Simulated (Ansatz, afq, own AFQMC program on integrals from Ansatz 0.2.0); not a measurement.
Two steps: Ansatz 0.2.0 writes the Fock matrix and Cholesky factors of the valence space, and afq projects on them the lowest state that overlaps trial and start.

```yaml
crystal:
  periodic: [false, false, false]
  atoms:
    - {symbol: P, position_ang: [0.000000, -0.258432, 1.034451]}
    - {symbol: B, position_ang: [0.000000, 1.253643, 0.000000]}
    - {symbol: P, position_ang: [0.000000, -0.258432, -1.034451]}
    - {symbol: H, position_ang: [0.000000, 2.436743, 0.000000]}
basis:
  gaussian: {orbitals: cc-pVDZ}
magnetization: {spin_polarized: false}
correlation: {method: ccsd_t, electrons: outside_noble_gas, hamiltonian_folder: ham}
```

```sh
$ ansatz run in.yaml --threads 1 --pin off --events-out ev --progress --plain --max-ram 1843MiB
```

Options of the walk:

```
--method phaseless --trial hf --walkers 120 --populations 1 --least-time 40 --time-step 0.005 --steps-per-block 20 --equilibration-blocks 112 --max-blocks 600 --target-error 0.00135 --factor-cut 1e-05 --seed 7520 --taylor-order 6
```

Times are imaginary, in 1/Eh. The walk had a cap of 997 s.

afq prints:

```
orbitals 44  electrons 7 7  factors 357 of 559
reference energy -706.72599156 Eh
CCSD correlation -0.33073115 Eh in 10 cycles, weight of the determinant in the CISD state 0.8238
energy of the start -706.725992 Eh
 block  time / (1/Eh)  mean weight  energy / Eh
     1     0.100  0.9996  -706.785462
     2     0.200  1.0015  -706.831275
     3     0.300  1.0016  -706.868999
     4     0.400  1.0015  -706.898839
     5     0.500  1.0011  -706.927329
     8     0.800  0.9999  -706.989333
    18     1.800  1.0013  -707.040235
    69     6.900  1.0001  -707.117750
   120    12.000  0.9985  -707.063967
   171    17.100  1.0014  -707.081972
   222    22.200  0.9996  -707.171293
   273    27.300  0.9991  -707.059315
   324    32.400  1.0018  -707.098120
   375    37.500  1.0001  -707.074105
   426    42.600  0.9998  -707.063663
   477    47.700  1.0006  -707.097626
   511    51.100  1.0004  -707.031839
   528    52.800  1.0019  -707.079031
   579    57.900  0.9992  -707.092684
   630    63.000  0.9990  -707.080319
   681    68.100  0.9987  -707.105889
   698    69.800  1.0003  -707.127906
blocks merged  error / Eh  count
     1  0.000984  600
     2  0.001336  300
     4  0.001777  150
     8  0.002325  75
    16  0.003021  37
    32  0.003414  18
    64  0.004117  9
energy -707.075985 +/- 0.003414 Eh
(rows thinned)
```

The run passed its tests (sampling time, drift between the halves within three errors, error under three times the target), which doesn't prove that it has relaxed. The second half of the sampling lies below the first by 1.6 errors of their difference, so the energy may still be moving and its error bar be too small.

Against this walk (error 92.9 meV) on the same determinant: CCSD(T) 60.4 meV higher (within the noise), CCSDT(Q) 1.6 meV lower (within the noise), a separate phaseless walk with a CISD trial and standard settings 47.1 ± 96.8 meV higher (within the noise). The error is statistical and leaves out the bias of the constraint.

Cautions: constraint bias not in the error; error above the target (92.9 against 36.7 meV).

The walk took 3.5 min on 1 thread of Arm Neoverse V2, on a shared host. The log's last line is the phaseless energy.

CCSDT and higher add their correlation energy to the determinant of the CCSD(T) run, since their own runs factorise the integrals more tightly (a shift of under 2 meV). A walk keeps the symmetry of its determinant, which the program's search chose and which needn't be the lowest solution, so a lower state of the same spin and another symmetry isn't excluded.
